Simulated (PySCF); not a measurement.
# Working with the constants of BO⁺

RHF-CCSD(T) constants of BO⁺, ¹Σ⁺ (singlet), closed shell (PySCF, no relativity, basis sets B def2-TZVPPD, O def2-TZVPPD; masses 11.0093 and 15.9949 u):

```
ωe              : 1769.3 cm⁻¹
ωexe            : 10.9 cm⁻¹
Be              : 1.7537 cm⁻¹
αe              : 0.0186 cm⁻¹
D (centrifugal) : 6.89e-06 cm⁻¹
De to B⁺ + O    : 3.37 eV
```

(1) Give the band origin of the fundamental and the first lines of its P and R branches.

(2) Near which J would the R branch turn back, without centrifugal distortion?

Correlated steps freeze 2 core orbitals. For an ion De counts to the pair picked by the measured ionisation energies or electron affinities, which need not be the lowest pair at this level. Where the molecule has an RHF reference, its open-shell atoms are computed with UHF. The CCSD T1 diagnostic is raised, a sign that a single reference may not be enough here.

Results:

(1) ν0 = ωe − 2ωexe = 1747.5 cm⁻¹, B0 = 1.7444, B1 = 1.7258 cm⁻¹.

```csv
J″,P(J″) − ν0,R(J″) − ν0
0,,3.452
1,-3.489,6.866
2,-7.015,10.242
3,-10.577,13.581
4,-14.177,16.883
5,-17.813,20.146
6,-21.485,23.371
```

(2) At J ≈ (B0 + B1)/(2(B0 − B1)) − 1 ≈ 92.
